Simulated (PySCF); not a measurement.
F4Si, SMILES F[Si](F)(F)F (connectivity only; charge and spin as stated), charge -1, multiplicity 2.

Coordinates come from a r2SCAN-D4/def2-SVPD optimisation. The multiplicity is an assumed one; other spin states were not compared. The isomer is the one that the SMILES or the coordinates give; other isomers of the formula were not compared.

Computed with PySCF with ωB97X/def2-SVPD.

Isolated molecule, no solvent.

Computed frontier levels, dipole moment and polarisability:
The α spin, highest occupied and lowest empty level is -2.63 and 7.01 eV and the β spin, highest occupied and lowest empty level comes out as -8.03 and 4.45 eV. The dipole moment about the centre of nuclear charge comes out as 0.02 D and the mean static polarisability is 39.2 bohr³ (5.81 Å³). The polarisability, principal values is 37.0, 39.8, 40.8 bohr³. The ⟨S²⟩ comes out as 0.752 (pure state 0.75).
